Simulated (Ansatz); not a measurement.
A nudged elastic band was laid between two geometries of AlH7OSi (10 atoms, charge 0, multiplicity 1).

All numbers below come from Ansatz 0.2.0, RKS BHLYP-D4/6-31G*.

```yaml
movable_images: 9
climbing_image: yes
spring: 5.0 eV/Å²
optimiser: quadratic models (default)
start_path: through a guess of the saddle point
force_threshold: 0.03 eV/Å
iteration_limit: 60
end_points: relaxed
```

Image 0:

```xyz
10
Properties=species:S:1:pos:R:3
Al -0.139 -0.001 0.181
H -0.355 0.514 1.673
H 1.169 0.490 -0.578
H -1.435 -0.331 -0.694
O 0.254 -1.924 0.538
Si -0.735 -3.191 -0.035
H -0.087 -4.417 0.462
H -2.082 -3.058 0.527
H -0.726 -3.135 -1.497
H 0.863 -2.118 1.253
```

Image 10:

```xyz
10
Properties=species:S:1:pos:R:3
Al 0.133 -0.285 -0.511
H -0.219 0.154 2.348
H 1.645 0.125 -0.383
H -1.020 0.744 -0.802
O -0.269 -1.920 -0.366
Si -0.690 -3.482 -0.216
H 0.502 -4.355 -0.250
H -1.389 -3.703 1.068
H -1.591 -3.887 -1.315
H -0.373 -0.561 2.258
```

(1) What changes between the two ends?

(2) What energy profile does the band end with?

(3) What is the geometry of the highest image?

(4) What are the harmonic wavenumbers there?

## Answers

(1) Bonds broken: Al1–H2, O5–H10. Bonds formed: H2–H10. AlH7OSi becomes AlH5OSi + H2.

(2) The run converged. The highest image is number 5 of 0 to 10, 0.80 eV above the first end and 1.38 eV above the last; the last end lies 0.58 eV below the first. A vibrational analysis at the climbing image gives one clearly imaginary mode, 1578i cm⁻¹: a first-order saddle point. The orbitals stay closed-shell, which can raise the energy where a bond breaks towards radicals; this wasn't checked here.

```
image  path coordinate (Å)  energy (eV)  Al1–H2 (Å)  O5–H10 (Å)  H2–H10 (Å)
    0                 0.00         0.00        1.59        0.96        2.93
    1                 0.59         0.00        1.59        0.96        2.74
    2                 1.18         0.01        1.60        0.96        2.57
    3                 1.77         0.06        1.60        0.96        2.29
    4                 2.37         0.21        1.62        0.97        1.80
    5                 2.96         0.80        1.76        1.20        1.08
    6                 3.52        -0.17        2.06        1.80        0.76
    7                 4.08        -0.52        2.41        2.33        0.74
    8                 4.63        -0.57        2.77        2.86        0.74
    9                 5.19        -0.58        2.89        2.93        0.74
   10                 5.75        -0.58        2.91        2.96        0.74
```

(3) 
```xyz
10
Properties=species:S:1:pos:R:3
Al 0.047 -0.050 -0.055
H 0.029 -0.225 1.695
H 1.452 0.438 -0.565
H -1.329 0.513 -0.577
O -0.022 -1.881 0.312
Si -0.708 -3.362 -0.004
H 0.247 -4.428 0.340
H -1.932 -3.522 0.802
H -1.039 -3.421 -1.438
H -0.018 -1.233 1.321
```

(4) 1578i, 47, 58, 154, 474, 497, 590, 736, 754, 774, 794, 910, 994, 1008, 1053, 1120, 1287, 1692, 1974, 2012, 2022, 2348, 2353, 2358 cm⁻¹.

Run time: 7.9 min on 1 thread of Intel(R) Xeon(R) 6975P-C (Granite Rapids) (shared host), peak memory 0.15 GiB.
